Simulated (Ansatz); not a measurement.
We consider α-phase Ga, described by r²SCAN+rVV10 (plane waves, PAW; Ansatz, a quantum-chemistry and plane-wave program).

Run with plane-wave cutoff 500 eV, 18×18×16 k mesh (along the axes of the cell as run), Fermi–Dirac smearing 0.1 eV, scalar-relativistic PAW data made under PBE.

Computed at the level's own relaxed cell.

Q: Give the computed equilibrium volume per atom, lattice parameter a, lattice parameter b and lattice parameter c.

A: 
equilibrium volume per atom: 18.94 Å³/atom
lattice parameter a: 4.456 Å
lattice parameter b: 7.559 Å
lattice parameter c: 4.498 Å

The computed numbers hold no vibrational or temperature effects.
